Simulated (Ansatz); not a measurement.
Results of r²SCAN in Ansatz (plane waves, PAW) for bcc V.

A relaxed, unreconstructed slab of the (110) face has 6 atoms, two equal faces of 6.296 Å² each and an energy of -17500.3051 eV. A bulk cell of 2 atoms with the same orientation and in-plane k mesh has -5834.1313 eV. Energies are extrapolated to zero smearing.

Run with plane-wave cutoff 500 eV, 22×22×1 k mesh (along the axes of the cell as run), Fermi–Dirac smearing 0.1 eV, scalar-relativistic PAW data made under PBE.

Worked out: γ = (E_slab − N E_bulk per atom)/2A = [-17500.3051 − 6 × (-5834.1313/2)]/(2 × 6.296) = 0.1659 eV/Å². With 16.022 J/m² per eV/Å² this is 2.66 J/m², or 1.04 eV per surface cell and face.

Ansatz is a program for electronic structure.
